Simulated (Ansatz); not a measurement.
System (SMILES): C=O (CH2-O).
Atoms: O1, C2, H3, H4. Bonds: O1-C2, C2-H3, C2-H4.

Basis-set convergence of the harmonic zero-point energy at HF with Ansatz (a first-principles code). Each level at its own minimum, finite differences of forces, unscaled; the reference is a large set that could be run, not a limit. All functions are spherical. The program fits the integrals of some runs and decomposes those of others, by size. Core-valence sets carry the plain set on hydrogen. No added dispersion term, no relativity. Reference: the value in aug-pcseg-2, 18.02 kcal/mol, itself unsure by roughly 0.03 kcal/mol (its mean distance from aug-cc-pVTZ, def2-TZVPPD). Deviations are taken from unrounded values.

```
basis       functions
----------  ---------
def2-SV(P)         32
cc-pVDZ            38
def2-SVP           38
def2-TZVP          74
cc-pVTZ            88
def2-TZVPP         90
cc-pCVTZ          114
```

Question: Which is the smallest set listed that can be trusted to 0.1 kcal/mol here, that is, within that of the reference together with its larger relatives (same family, alike in diffuse functions; a set with none to test it counts only in the reference's own line)?

Answer: The smallest set listed that lies within 0.1 kcal/mol of the reference with all its larger relatives (same family, alike in diffuse functions; a set with none counts only in the reference's own line) is cc-pVDZ (38 functions, 0.03 kcal/mol off). Inside, with no larger relative to test it: cc-pCVTZ. Value minus reference: def2-SV(P) 0.25, cc-pVDZ 0.03, def2-SVP 0.15, def2-TZVP -0.02, cc-pVTZ -0.02, def2-TZVPP -0.01, cc-pCVTZ -0.03 kcal/mol.
